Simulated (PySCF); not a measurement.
## Bond length, frequency and bond energy of SiP by level of theory

State: ²Π (doublet), unpaired electrons π ↑. Set-up: PySCF, no relativity, basis sets Si aug-pcseg-1, P aug-pcseg-1. De refers to Si + P in their high-spin ground configurations, without counterpoise correction. The functionals are run spin-unrestricted. A positive dipole means Si(−)P(+).

```
       Level  Re (Å)  ωe (cm⁻¹)  De (eV)  μ (D)  CPU s a point (SCF and correlation, without the integrals)
        ROHF   2.052        684     1.37  -1.29                                                        0.12
    ROHF-MP2   2.094        618     2.97    n/a                                                        0.21
ROHF-SCS-MP2   2.093        617     2.95    n/a                                                         n/a
   ROHF-CCSD   2.092        619     2.76    n/a                                                         n/a
ROHF-CCSD(T)   2.106        594     2.98    n/a                                                         2.8
         PBE   2.108        594     3.85  -0.82                                                        0.68
      revPBE   2.113        590     3.66  -0.82                                                        0.47
      r²SCAN   2.089        620     3.63  -0.81                                                        0.99
        PBE0   2.080        633     3.57  -0.92                                                           1
       B97-3   2.085        626     3.82  -0.97                                                         0.6
   BHandHLYP   2.065        655     3.29  -1.09                                                        0.64
```

Q: Which functional lies closest to ROHF-CCSD(T) in De, which farthest, and by how much do they differ from it?

A: Closest is BHandHLYP (-4.1 pm in Re, +10.3 % in ωe, +0.31 eV in De against ROHF-CCSD(T) in the same basis), farthest PBE (+0.2 pm in Re, +0.0 % in ωe, +0.87 eV in De). CCSD(T) converges more slowly with the basis than the functionals do and binds too weakly in this one, so the order can change at the basis-set limit.

Q: What does the step from GGA to meta-GGA do here, going from PBE to r²SCAN?

A: r²SCAN less PBE: -1.9 pm in Re, +4.4 % in ωe, -0.22 eV in De. 

Q: What does second-order correlation do here, going from ROHF to ROHF-MP2?

A: ROHF-MP2 less ROHF: +4.2 pm in Re, -9.6 % in ωe, +1.60 eV in De. Correlation nearly always deepens the well. The bond lengthens, as in strong covalent bonds, where excitations into antibonding orbitals dominate.

Correlated steps freeze 10 core orbitals. Correlated levels converge slowly with the basis: in double zeta they bind strong bonds too weakly, by up to about 1 eV, and carry superposition errors of some tenths. UHF is strongly spin-contaminated for SiP, so the ROHF reference used there is far from stable. The state is the lowest determinant that a PBE0 search found; another state may lie lower at other levels.

The whole job (state search and all levels along the bond) took about 2.1 min on 1 thread of Arm Neoverse V2 (shared host), peak memory 0.67 GiB.
